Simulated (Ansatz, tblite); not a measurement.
# The cluster Al₄: rung by rung

How do method and basis change the picture of the cluster Al₄ (singlet)?

The runs use Ansatz 0.2.0, Gaussian basis; as each input shows.

Plan: GFN1-xTB, GFN2-xTB, PBE-D4/def2-TZVP, r2SCAN-D4/def2-TZVP, r2SCAN0-D4/def2-TZVP, PBE-QIDH/def2-TZVP, B2PLYP/def2-TZVP, HF/def2-TZVP, CAM-B3LYP-D4/def2-TZVP, PBE-D4/def2-SVP, PBE0-D4/def2-SVP, HF/STO-3G, HF/6-31G, B3LYP-D4/6-31G, PBE0-D4/def2-TZVPD, PBE-D4/def2-TZVPD, r2SCAN-D4/def2-TZVPD, CCSD(T)/def2-TZVPP, MP2/def2-TZVP, RPA/def2-TZVP, CCSD(T)/def2-TZVPD.

**1. The geometry**

The geometry is that of the singlet, from an earlier relaxation (r2SCAN-D4/def2-TZVP). At that level it is the lowest of the isomers that a small search found.

4 atoms, charge 0, spin multiplicity 1.

Bond lengths: Al1–Al2 2.470 Å, Al1–Al4 2.618 Å, Al2–Al3 2.618 Å, Al3–Al4 2.470 Å. Angles: Al2–Al1–Al4 116.3°, Al1–Al2–Al3 63.7°, Al2–Al3–Al4 116.3°, Al1–Al4–Al3 63.7°.

Geometry (Å):

```
Al    0.74693    1.08341    0.27009
Al   -1.71098    1.23851    0.45842
Al   -0.74688   -1.08380   -0.26880
Al    1.71093   -1.23811   -0.45970
```

PBE0-D4/def2-TZVP was run before; its log isn't repeated, and its numbers join the tables.

**2. GFN1-xTB**

Tight binding, by tblite at 300 K electronic temperature and without a spin-polarisation term:

```python
tblite.interface.Calculator('GFN1-xTB', numbers, positions, charge=0, uhf=0).singlepoint()
```

Energy -131.8911 eV, HOMO -6.41 eV, LUMO -5.53 eV; 0.003 s.

**3. GFN2-xTB**

Tight binding, by tblite at 300 K electronic temperature and without a spin-polarisation term:

```python
tblite.interface.Calculator('GFN2-xTB', numbers, positions, charge=0, uhf=0).singlepoint()
```

Energy -106.2482 eV, HOMO -6.30 eV, LUMO -6.18 eV; 0.009 s.

**4. PBE-D4/def2-TZVP**

start.molden holds the orbitals of an earlier run on this state, given as this run's starting guess.

in.yaml reads:

```yaml
crystal:
  periodic: [false, false, false]
  atoms:
    - {symbol: Al, position_ang: [0.746931, 1.083410, 0.270086]}
    - {symbol: Al, position_ang: [-1.710981, 1.238509, 0.458421]}
    - {symbol: Al, position_ang: [-0.746880, -1.083805, -0.268802]}
    - {symbol: Al, position_ang: [1.710930, -1.238114, -0.459705]}
basis:
  gaussian: {orbitals: def2-TZVP, initial_orbitals: start.molden}
hamiltonian: {xc: pbe, dispersion: d4}
scf: {omitted_lower_state_checks: [starts]}
output: {orbitals: {seedname: orbitals}}
```

Command:

```bash
ansatz run in.yaml --threads 4 --pin off --events-out ev --progress --plain --max-ram 3916MiB
```

After this run come: r2SCAN-D4/def2-TZVP; r2SCAN0-D4/def2-TZVP; PBE-QIDH/def2-TZVP; B2PLYP/def2-TZVP; HF/def2-TZVP; CAM-B3LYP-D4/def2-TZVP; PBE-D4/def2-SVP; PBE0-D4/def2-SVP; HF/STO-3G; HF/6-31G; B3LYP-D4/6-31G; PBE0-D4/def2-TZVPD; PBE-D4/def2-TZVPD; r2SCAN-D4/def2-TZVPD; CCSD(T)/def2-TZVPP; MP2/def2-TZVP; RPA/def2-TZVP; CCSD(T)/def2-TZVPD.

**Question.** What will the summary of the whole plan be? Wanted: gap in def2-TZVP, named functionals and Hartree-Fock, smallest and largest; correlation energy, CCSD(T)/def2-TZVPP; correlation energy, MP2/def2-TZVP; correlation energy, CCSD(T)/def2-TZVPD; binding an atom, functionals in def2-TZVP; PBE0 total energy, smallest basis above largest.

As calculated:

```
                                                                  quantity                                    value
gap in def2-TZVP, named functionals and Hartree-Fock, smallest and largest           0.10 eV (PBE-D4), 5.44 eV (HF)
                                    correlation energy, CCSD(T)/def2-TZVPP                                 -9.55 eV
                                         correlation energy, MP2/def2-TZVP                                 -8.14 eV
                                    correlation energy, CCSD(T)/def2-TZVPD                                 -9.50 eV
                                 binding an atom, functionals in def2-TZVP  1.13 (CAM-B3LYP-D4) to 1.59 eV (PBE-D4)
                           PBE0 total energy, smallest basis above largest           9.24 eV (def2-SVP, def2-TZVPD)
```

Over the named functionals and Hartree-Fock in def2-TZVP the gap runs from 0.10 eV (PBE-D4) to 5.44 eV (HF); exact exchange widens it. Notes on CCSD(T)/def2-TZVPP: large T1 diagnostic.
